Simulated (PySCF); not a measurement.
tetrafluoromethane (CF4), SMILES FC(F)(F)F. Heavy atoms are numbered as in [F:1][C:2]([F:3])([F:4])[F:5].

The structure is a stationary point at B3LYP-D3(BJ)/def2-SVP.

Computed with PySCF with PBE/def2-TZVPD.

Mulliken values depend strongly on the basis, most of all with diffuse functions as here. ESP charges are fitted to the potential on shells at 1.4 to 2.0 van der Waals radii. Atomic charges (e), one atom of each kind:

```csv
atom,Mulliken,ESP fit
F1,-0.17,-0.14
C2,0.69,0.54
```
